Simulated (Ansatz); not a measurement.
# CH6Si: rigid scan of one bond length from a Python script

How does the energy of CH6Si change as one bond is stretched? The task is a rigid scan of one bond length, for CH6Si. SMILES: C[SiH3].

Program: the Python package of Ansatz 0.2.0. Level of theory: PBE/cc-pVDZ. These are calculated values, not measurements.

**1. The system**

Bond lengths: C1–Si2 1.813 Å, C1–H3 1.175 Å, C1–H4 1.087 Å, C1–H5 1.126 Å, Si2–H6 1.494 Å, Si2–H7 1.516 Å, Si2–H8 1.455 Å. Angles: C1–Si2–H6 111.9°, C1–Si2–H7 109.0°, C1–Si2–H8 110.0°, H6–Si2–H7 108.2°, H6–Si2–H8 110.2°, H7–Si2–H8 107.3°, Si2–C1–H3 111.0°, Si2–C1–H4 114.6°, Si2–C1–H5 112.4°, H3–C1–H4 110.6°, H3–C1–H5 102.0°, H4–C1–H5 105.4°.

The script holds or builds the structure itself.

**2. The script**

Contents of run_scan.py:

```python
# -*- coding: utf-8 -*-
'''Stretching a bond of CH6Si, the rest held rigid.'''

import ansatz as az
import numpy as np

GEOMETRY = '''
C    -0.14010    0.18920   -0.91120
Si    0.15260   -0.22680    0.82910
H    -1.28320    0.11980   -1.17460
H     0.45200   -0.38540   -1.61910
H     0.08690    1.26790   -1.13880
H    -0.62120    0.65760    1.75130
H     1.62770   -0.05790    1.13600
H    -0.18270   -1.62140    1.07140
'''


def main():
    geometry = az.Crystal.molecule()
    for line in GEOMETRY.strip().splitlines():
        symbol, *xyz = line.split()
        geometry = geometry.atom(symbol, [float(v) for v in xyz])

    symbols = [site.symbol for site in geometry.cartesian_sites]
    start = np.array([site.position_ang for site in geometry.cartesian_sites])
    axis = (start[5] - start[1]) / np.linalg.norm(start[5] - start[1])
    moving = [5]
    lengths, energies = [1.315, 1.374, 1.434, 1.494, 1.554, 1.613, 1.673, 1.763], []
    for length in lengths:
        xyz = start.copy()
        xyz[moving] += (length - np.linalg.norm(start[5] - start[1])) * axis
        point = az.Crystal.molecule()
        for symbol, place in zip(symbols, xyz):
            point = point.atom(symbol, place.tolist())
        setup = (
            point.calculation()
            .basis(gaussian='cc-pVDZ')
            .functional('pbe')
        )
        data = setup.run(threads=1, pin='off').report
        energies.append(data['free_energy_ev'])
        print(f'r = {length:6.3f} A  E = {energies[-1]:.5f} eV  <S^2> = {abs(data["mean_field"]["state"]["spin_squared"]):.3f}')

    # quartic fit about the minimum
    fit = np.polynomial.Polynomial.fit(lengths, np.array(energies) - min(energies), 4).convert()
    roots = [r.real for r in fit.deriv().roots() if abs(r.imag) < 1e-9 and fit.deriv(2)(r.real) > 0]
    r_e = min(roots, key=lambda r: abs(r - lengths[int(np.argmin(energies))]))
    print(f'minimum of the fit at {r_e:.4f} A, force constant {fit.deriv(2)(r_e):.2f} eV/A^2')


if __name__ == '__main__':
    main()
```

**3. The input behind the calls**

The engine receives this input (first run):

```yaml
crystal:
  periodic: [false, false, false]
  atoms:
    - { symbol: C, position_ang: [-0.1401, 0.1892, -0.9112] }
    - { symbol: Si, position_ang: [0.1526, -0.2268, 0.8291] }
    - { symbol: H, position_ang: [-1.2832, 0.1198, -1.1746] }
    - { symbol: H, position_ang: [0.452, -0.3854, -1.6191] }
    - { symbol: H, position_ang: [0.0869, 1.2679, -1.1388] }
    - { symbol: H, position_ang: [-0.5285887285962239, 0.5517517078967439, 1.6409276628475546] }
    - { symbol: H, position_ang: [1.6277, -0.0579, 1.136] }
    - { symbol: H, position_ang: [-0.1827, -1.6214, 1.0714] }
basis:
  gaussian:
    orbitals: cc-pVDZ
hamiltonian:
  xc: pbe
```

**4. Launch**

Launch:

```sh
$ python run_scan.py
```

Without the output at hand: what should come out? Wanted: range of energy; lowest point, distance.

**Answer**, as computed:

| quantity | value |
| --- | --- |
| bond length at the fit's minimum | 1.5099 Å |
| runs compared | 8 |
| range of energy | 0.417 eV |
| lowest point, distance (Å) | 1.49 |

What this shows: The curve has its lowest point inside the range, at 1.49. The ends stand 0.417 and 0.373 eV above it. The distance scanned is the script's pair 1, 5. Notes:
- The rest of the molecule is held rigid at a force-field or estimated start geometry, and the basis set is modest; single-reference methods fail as a bond breaks.
- The orbitals are restricted, so S² is zero by construction.
